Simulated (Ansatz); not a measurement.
## Zinc-blende HgSe

Calculation: LDA (plane waves, PAW; Ansatz, an electronic-structure program).

Settings: plane-wave cutoff 500 eV, 12×12×12 k mesh, Fermi–Dirac smearing 0.05 eV, scalar-relativistic PAW data made under PBE.

Cell (relaxed at this level):

```xyz
2
Lattice="0.0000 3.0316 3.0316 3.0316 0.0000 3.0316 3.0316 3.0316 0.0000" Properties=species:S:1:pos:R:3 pbc="T T T"
Hg     0.0000     0.0000     0.0000
Se     1.5158     1.5158     1.5158
```

```json
{
  "band_gap": "zero (no gap)"
}
```

Spin–orbit coupling is not included; it can shift volumes and moduli of such heavy elements.

The computed numbers hold no vibrational or temperature effects.

It cost very roughly 50 core-seconds of CPU time.
